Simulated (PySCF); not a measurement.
Process, species as SMILES: PP (P2H4) + [H][H] (H2) → 2 P (PH3)
B3LYP-D3(BJ)/def2-TZVP geometries, fixed; electronic energies without zero-point terms.

Effect of the SCF energy threshold at M06-2X/aug-cc-pV(T+d)Z with PySCF, against the last row, where the energy of full hydrogenation is -4.14 kcal/mol.

| setting | SCF cycles, largest species | largest shift of a total energy (mEh) | shift of the energy of full hydrogenation (kcal/mol) |
|---|---|---|---|
| conv_tol: 1e-4 | 4 | 0.001 | 0.000 |
| conv_tol: 1e-5 | 5 | 0.000 | 0.000 |
| conv_tol: 1e-6 | 6 | 0.000 | 0.000 |
| conv_tol: 1e-7 | 7 | 0.000 | 0.000 |
| conv_tol: 1e-11 | 10 | 0.000 | 0.000 |

Within 0.02 kcal/mol in the energy of full hydrogenation: conv_tol: 1e-4; conv_tol: 1e-5; conv_tol: 1e-6; conv_tol: 1e-7. The largest shift is 0.001 mEh in a total energy and 0.000 kcal/mol in the difference.
